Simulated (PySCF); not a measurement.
## P₂ at RHF-CCSD

Computed with RHF-CCSD; basis P aug-cc-pV(D+d)Z; no relativity; PySCF 2.14.

| Item | Value |
| --- | --- |
| state | ¹Σg⁺ (singlet), closed shell |
| bond length | 1.913 Å |
| harmonic wavenumber | 795 cm⁻¹ |
| force constant | 5.77 mdyn/Å |
| rotational constant Be | 0.2976 cm⁻¹ |
| anharmonicity ωexe | 2.60 cm⁻¹ |
| vibration–rotation constant αe | 0.00134 cm⁻¹ |
| well depth De to P + P | 3.75 eV |
| dissociation energy D0 | 3.70 eV |

Correlated steps freeze 10 core orbitals. Correlated levels converge slowly with the basis: in double zeta they bind strong bonds too weakly, by up to about 1 eV, and carry superposition errors of some tenths. Where the molecule has an RHF reference, its open-shell atoms are computed with UHF.
